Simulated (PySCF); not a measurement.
How the method moves the adiabatic energies of losing or gaining an electron of methoxide

Structure: `C[O-]` ([CH3O]-).

All levels share the PBE0-D3(BJ)/ma-def2-SVP structures and the PBE0-D3(BJ)/ma-def2-SVP thermal terms; only the single-point energies (PySCF) change. Values are adiabatic energies of losing or gaining an electron (0 K, eV).

```csv
level,detachment energy to the radical,abs. error
HF/ma-def2-TZVP,-0.30,1.87
PBE0-D3(BJ)/6-31G,0.50,1.07
PBE0-D3(BJ)/6-31G*,0.54,1.03
PBE0-D3(BJ)/cc-pVDZ,0.59,0.98
PBE0-D3(BJ)/def2-SV(P),0.68,0.89
PBE0-D3(BJ)/def2-SVP,0.68,0.89
PBE0-D3(BJ)/pcseg-1,0.92,0.65
PBE0-D3(BJ)/cc-pVTZ,1.02,0.55
BHandHLYP/ma-def2-TZVP,1.09,0.48
PBE0-D3(BJ)/def2-TZVP,1.15,0.42
PBE0-D3(BJ)/def2-TZVPP,1.16,0.41
PBE0-D3(BJ)/pcseg-2,1.26,0.31
PBE0-D3(BJ)/def2-QZVP,1.30,0.27
PBE0-D3(BJ)/6-31+G*,1.30,0.27
M06-L/ma-def2-TZVP (grid 3),1.32,0.25
PBE0-D3(BJ)/6-311+G**,1.34,0.23
TPSSh-D3(BJ)/ma-def2-TZVP (grid 3),1.34,0.23
"PBE0-D3(BJ)/6-311++G(2d,2p)",1.36,0.21
PBE0-D3(BJ)/ma-def2-TZVP,1.37,0.20
PBE0-D3(BJ)/def2-TZVPD,1.37,0.20
HSE06/ma-def2-TZVP,1.37,0.20
PBE0-D3(BJ)/def2-QZVPPD,1.37,0.20
PBE0-D3(BJ)/jun-cc-pV(T+d)Z,1.37,0.20
r2SCAN-D3(BJ)/ma-def2-TZVP (grid 3),1.37,0.20
PBE0-D3(BJ)/aug-cc-pVTZ,1.38,0.19
B97-2/ma-def2-TZVP,1.39,0.18
PBE0-D3(BJ)/ma-def2-SVP,1.39,0.18
PBE0-D3(BJ)/aug-cc-pVDZ,1.39,0.18
PBE0-D3(BJ)/def2-SVPD,1.42,0.15
TPSS-D3(BJ)/ma-def2-TZVP (grid 3),1.42,0.15
PBE0-D3(BJ)/aug-pcseg-1,1.43,0.14
LC-ωPBE/ma-def2-TZVP,1.44,0.13
M06-2X/ma-def2-TZVP (grid 3),1.47,0.10
ωB97X-D3(BJ)/ma-def2-TZVP,1.47,0.10
OPBE/ma-def2-TZVP,1.48,0.09
CAM-B3LYP-D3(BJ)/ma-def2-TZVP,1.48,0.09
M06/ma-def2-TZVP (grid 3),1.51,0.06
ωB97M-D3(BJ)/ma-def2-TZVP (grid 3),1.53,0.04
B3LYP-D3(BJ)/ma-def2-TZVP,1.53,0.04
BLYP-D3(BJ)/ma-def2-TZVP,1.53,0.04
PBE-D3(BJ)/ma-def2-TZVP,1.59,0.02
BP86-D3(BJ)/ma-def2-TZVP,1.70,0.13
LDA/ma-def2-TZVP,1.88,0.31
ATcT 1.112,1.57,
```

Hartree-Fock leaves out electron correlation, so its ionisation energies and electron affinities from energy differences come out too low, often by 1 eV or more.

The spread: 2.19 eV, from -0.30 to 1.88.

Differences come from unrounded values, so a last digit can differ from that of the printed terms.
